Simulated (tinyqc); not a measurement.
Inside a calculation. Method: CIS and TDHF on RHF in the sto-3g basis, frozen core, for H2F+, spin multiplicity 1. One step of it, computed by the program tinyqc.

Task: CIS triplet states. Diagonalise A (1 hartree = 27.211386 eV); each vector has its largest component positive (the first on a tie).

CIS matrix A, triplet (hartree), lower triangle:
```
           2>6        2>7       3>6       3>7       4>6       4>7       5>6       5>7
2>6   1.558598
2>7   0.000000   1.694872
3>6   0.000000   0.100852  0.725566
3>7   0.100852   0.000000  0.000000  0.834243
4>6  -0.071027   0.000000  0.000000  0.040089  0.609627
4>7   0.000000  -0.009298  0.040089  0.000000  0.000000  0.719327
5>6   0.000000   0.000000  0.000000  0.000000  0.000000  0.000000  0.549170
5>7   0.000000   0.000000  0.000000  0.000000  0.000000  0.000000  0.000000  0.669297
```

Give: triplet excitation energies; lowest vectors.

Result:

triplet excitation energies (eV): 14.9437  16.1783  18.2125  18.4047  20.6296  22.6174  42.9056  46.4031

lowest vectors:
```
     state 1  state 2  state 3  state 4  state 5  state 6
2>6   0.0000   0.0930   0.0000   0.0000   0.0000  -0.1139
2>7   0.0000   0.0000   0.0000  -0.0776  -0.0666   0.0000
3>6   0.0000   0.0000   0.0000   0.7205   0.6859   0.0000
3>7   0.0000  -0.2022   0.0000   0.0000   0.0000   0.9706
4>6   0.0000   0.9749   0.0000   0.0000   0.0000   0.2121
4>7   0.0000   0.0000   0.0000  -0.6891   0.7247   0.0000
5>6   1.0000   0.0000   0.0000   0.0000   0.0000   0.0000
5>7   0.0000   0.0000   1.0000   0.0000   0.0000   0.0000
```
